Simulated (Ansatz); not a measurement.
Consider the hydrogenolysis of a P–Si bond: `[SiH3]P` + H₂ → PH₃ + SiH₄.

Computed with Ansatz on PBE0-D4/def2-TZVP structures; ΔE is electronic, products minus reactants. CCSD(T)/CBS is extrapolated from def2-TZVPP and def2-QZVPP, frozen cores. DFT in def2-TZVPP.

CCSD(T)/CBS gives +0.1 kcal/mol.

Q: Another level gave 0.0 kcal/mol. Which?
A. LDA (SPW92)/def2-TZVPP
B. HF/def2-TZVPP
C. RPA@PBE/def2-TZVPP
D. MP2/def2-TZVPP

A: D. MP2/def2-TZVPP 0.0, RPA@PBE/def2-TZVPP -2.6, HF/def2-TZVPP -6.9, LDA (SPW92) 1.0 kcal/mol.

Largest T1 diagnostic among the species: 0.013.

At CCSD(T), def2-SVP lies −4.8 kcal/mol from the extrapolated value and def2-TZVPP −1.5 kcal/mol. Leaving LDA and LC-ωPBE aside and taking each functional with its dispersion term where it has one, the values, not all of them listed here, spread over 5.2 kcal/mol, from CAM-B3LYP-D4 to revPBE-D4.
